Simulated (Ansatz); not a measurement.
# CH₂Si+ (quartet): from Hartree-Fock to the top rungs, cc-pVTZ

The task here is to estimate one member of a computed series from the others.

Program: Ansatz 0.2.0, Gaussian basis. Level of theory: cc-pVTZ, core rule «outside noble gas», up to 6 orbitals frozen. These are calculated values, not measurements.

The runs, in order: UHF; CCSD(T) on ROHF; CCSD(T) on UHF; BCCD(T) on ROHF; CCSDT(Q) on ROHF; CCSDT(Q) on UHF; CASSCF and MRCISD+Q, 9 electrons in 10 orbitals; CASSCF and NEVPT2, 9 electrons in 10 orbitals.

4 further runs of the same task are left out: 4 set aside as unsound or not needed.

### The geometry

The geometry is a PBE0/def2-TZVP stationary point (not a proven minimum) of the parent state, kept for this charge and spin.

4 atoms, charge 1, spin multiplicity 4.

Atoms are counted from 1 here; the program's logs count them from 0.

Bond lengths: Si1–C2 1.865 Å, C2–H3 1.091 Å, C2–H4 1.091 Å. Angles: Si1–C2–H3 123.8°, Si1–C2–H4 123.8°, H3–C2–H4 112.4°.

The first run:

File in.yaml:

```yaml
crystal:
  periodic: [false, false, false]
  atoms:
    - {symbol: Si, position_ang: [0.000000, 0.000000, 0.650177]}
    - {symbol: C, position_ang: [0.000000, 0.000000, -1.214577]}
    - {symbol: H, position_ang: [0.000000, -0.906814, -1.821841]}
    - {symbol: H, position_ang: [0.000000, 0.906814, -1.821841]}
basis:
  gaussian: {orbitals: cc-pVTZ}
total_charge: 1
magnetization: {spin_polarized: true, initial_magnetization: 3}
hamiltonian: {xc: hf}
output: {orbitals: {seedname: orbitals}}
```

Started as:

```
$ ansatz run in.yaml --threads 1 --pin off --events-out ev --progress --plain --max-ram 4096MiB --backend cpu
```

Among the steps run: UHF; CCSD(T) on ROHF; CCSD(T) on UHF; BCCD(T) on ROHF; CCSDT(Q) on ROHF; CCSDT(Q) on UHF; CASSCF and MRCISD+Q, 9 electrons in 10 orbitals; CASSCF and NEVPT2, 9 electrons in 10 orbitals.

One table of the session follows, with a row left open; its other results are not shown here.

| method | from UCCSDT(Q) (kcal/mol) |
| --- | --- |
| ROHF | +143.89 |
| UHF | +140.70 |
| RMP2 | +23.44 |
| UMP2 | ? |
| RCCSD | +6.92 |
| UCCSD | +6.67 |
| RCCSD(T) | +1.12 |
| UCCSD(T) | +1.08 |
| BCCD(T) | +1.16 |
| RCCSDT | +0.40 |
| UCCSDT | +0.32 |
| RCCSDT(Q) | +0.09 |
| UCCSDT(Q) | 0 |
| CASSCF valence | +91.03 |
| NEVPT2 valence | +22.00 |
| MRCISD valence | +6.53 |
| MRCISD+Q valence | +1.59 |

Estimate the missing values for UMP2.

The run gave: from UCCSDT(Q) (kcal/mol): +24.21. In the column «from UCCSDT(Q) (kcal/mol)» it lies between RMP2 (+23.44) and CASSCF valence (+91.03).

Among the levels timed on like hardware and quicker than the yardstick, those that no quicker one beats, quickest first: NEVPT2 valence (10 s, +22.00 kcal/mol); RCCSD(T) (11 s, +1.12 kcal/mol); UCCSD(T) (16 s, +1.08 kcal/mol).

Caveats from the session: Of the multireference levels listed MRCISD+Q valence comes nearest in total energy (+1.59 kcal/mol), which doesn't show that its space is the better one. Restricted and unrestricted rows rest on different reference determinants; where their highest levels disagree by more than a few hundredths of an eV, they describe different states and don't form one ladder.
